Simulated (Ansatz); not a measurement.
# C5H8O: one species, many methods

One table from this session's results is given with a row withheld; the runs are named, their logs left out.

Computed with Ansatz 0.2.0, Gaussian basis. Level: functionals in def2-TZVPP, the program's frozen cores in correlated methods.

Levels to be run: PBE-D4, r2SCAN-D4, PBE0-D4, B3LYP-D4, ωB97X-V, ωB97M-V, B2PLYP; CCSD(T)/def2-TZVPP; MP2/def2-QZVPP; extrapolation to the limit.

## Structure used throughout

An earlier PBE0-D4 in a triple-zeta def2 set relaxation fixed the geometry.

SMILES `C#CCOCC`, 14 atoms, charge 0, spin multiplicity 1.

Atoms are counted from 1 here; the program's logs count them from 0.

Bond lengths: C1–C2 1.200 Å, C1–H7 1.064 Å, C2–C3 1.462 Å, C3–O4 1.404 Å, C3–H8 1.099 Å, C3–H9 1.093 Å, O4–C5 1.415 Å, C5–C6 1.514 Å, C5–H10 1.092 Å, C5–H11 1.098 Å, C6–H12 1.092 Å, C6–H13 1.092 Å, C6–H14 1.093 Å. Angles: C2–C1–H7 179.6°, C1–C2–C3 179.6°, C2–C3–O4 114.0°, C2–C3–H8 108.7°, C2–C3–H9 109.2°, O4–C3–H8 111.6°, O4–C3–H9 105.9°, H8–C3–H9 107.0°, C3–O4–C5 115.0°, O4–C5–C6 113.8°, O4–C5–H10 104.6°, O4–C5–H11 109.8°, C6–C5–H10 110.2°, C6–C5–H11 110.5°, H10–C5–H11 107.7°, C5–C6–H12 112.2°, C5–C6–H13 110.7°, C5–C6–H14 109.6° and more.

Set-up of the first run:

in.yaml

```yaml
crystal:
  periodic: [false, false, false]
  atoms:
    - {symbol: C, position_ang: [-1.801530, 1.434167, 1.626085]}
    - {symbol: C, position_ang: [-0.887832, 0.665742, 1.502873]}
    - {symbol: C, position_ang: [0.219323, -0.275501, 1.346078]}
    - {symbol: O, position_ang: [1.205701, 0.147495, 0.441080]}
    - {symbol: C, position_ang: [0.753016, 0.358178, -0.883111]}
    - {symbol: C, position_ang: [0.350069, -0.913371, -1.600213]}
    - {symbol: H, position_ang: [-2.608339, 2.119073, 1.740207]}
    - {symbol: H, position_ang: [-0.188923, -1.257529, 1.070199]}
    - {symbol: H, position_ang: [0.726543, -0.397818, 2.306307]}
    - {symbol: H, position_ang: [1.598247, 0.825806, -1.391926]}
    - {symbol: H, position_ang: [-0.075246, 1.078402, -0.882953]}
    - {symbol: H, position_ang: [-0.545301, -1.365371, -1.167828]}
    - {symbol: H, position_ang: [1.158918, -1.646717, -1.571423]}
    - {symbol: H, position_ang: [0.126854, -0.690054, -2.646273]}
basis:
  gaussian: {orbitals: def2-TZVPP}
hamiltonian: {xc: pbe, dispersion: d4}
output: {forces: true, orbitals: {seedname: orbitals}}
```

Among the steps run: PBE-D4 (GGA); r2SCAN-D4 (meta-GGA); PBE0-D4 (hybrid); B3LYP-D4 (hybrid); ωB97X-V (range-separated); ωB97M-V (range-separated); B2PLYP (double hybrid); CCSD(T) in def2-TZVPP; MP2 in def2-QZVPP.

One of the session's tables, all rows but one given; the rest of the session is left out.

```
            method  atomisation energy (kcal/mol)
            PBE-D4                         1417.6
         r2SCAN-D4                         1382.8
           PBE0-D4                         1389.7
          B3LYP-D4                         1380.5
           ωB97X-V                         1379.2
           ωB97M-V                         1383.3
            B2PLYP                              ?
     HF/def2-TZVPP                         1006.2
    MP2/def2-TZVPP                         1373.0
   CCSD/def2-TZVPP                         1324.4
CCSD(T)/def2-TZVPP                         1346.2
           MP2/CBS                         1405.5
       CCSD(T)/CBS                         1378.7
```

**Question.** Estimate the row for B2PLYP.

The run gave: atomisation energy (kcal/mol): 1368.6. In the column «atomisation energy (kcal/mol)» it lies between CCSD(T)/def2-TZVPP (1346.2) and MP2/def2-TZVPP (1373.0).
